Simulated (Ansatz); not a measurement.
`B[N][SiH3]` radical, relaxed with UKS PBE0-D4/def2-TZVP in Ansatz 0.2.0 from a PBE-D4/def2-SVP geometry. The force threshold is 0.005 eV/Å; the program also tests the step.

The species carries charge 0 and has multiplicity 2.

Start:

```xyz
8

B     0.188    1.720   -0.061
N     0.060    0.386   -0.031
Si   -0.130   -1.332    0.034
H     0.287    2.382    0.976
H     0.212    2.346   -1.123
H     1.166   -2.043   -0.231
H    -1.159   -1.764   -0.976
H    -0.624   -1.695    1.412
```

| step | energy (eV) | largest force (eV/Å) | largest move (Å) |
| --- | --- | --- | --- |
| 1 | -10119.5607 | 0.454 | 0.000 |
| 2 | -10119.5915 | 0.213 | 0.033 |
| 3 | -10119.5949 | 0.099 | 0.013 |
| 4 | -10119.5951 | 0.026 | 0.015 |
| 5 | -10119.5952 | 0.004 | 0.013 |
| 6 | -10119.5952 | 0.014 | 0.027 |
| 7 (rejected) | -10119.5945 | 0.118 | 0.062 |
| 8 | -10119.5953 | 0.015 | 0.026 |
| 9 | -10119.5953 | 0.015 | 0.008 |
| 10 | -10119.5953 | 0.015 | 0.024 |
| 11 | -10119.5954 | 0.025 | 0.022 |
| 12 | -10119.5954 | 0.031 | 0.016 |
| 13 | -10119.5954 | 0.033 | 0.023 |
| 14 (rejected) | -10119.5951 | 0.113 | 0.071 |
| 15 | -10119.5955 | 0.031 | 0.015 |
| 16 | -10119.5956 | 0.027 | 0.007 |
| 17 | -10119.5956 | 0.014 | 0.020 |
| 18 | -10119.5956 | 0.021 | 0.014 |
| 19 | -10119.5956 | 0.020 | 0.010 |
| 20 | -10119.5957 | 0.013 | 0.010 |
| 21 | -10119.5957 | 0.009 | 0.012 |
| 22 (rejected) | -10119.5957 | 0.016 | 0.003 |
| 23 | -10119.5957 | 0.004 | 0.002 |
| 24 | -10119.5957 | 0.007 | 0.007 |
| 25 | -10119.5957 | 0.007 | 0.003 |
| 26 | -10119.5957 | 0.006 | 0.006 |
| 27 | -10119.5957 | 0.004 | 0.002 |

End:

```xyz
8

B     0.187    1.712   -0.060
N     0.050    0.380   -0.052
Si   -0.140   -1.318    0.026
H     0.032    2.344    0.957
H     0.467    2.292   -1.081
H     1.123   -2.002   -0.349
H    -1.233   -1.762   -0.875
H    -0.487   -1.645    1.435
```

Hardware: 2 threads of a server CPU on a shared host. Wall time 45 s, peak host memory 0.29 GiB.
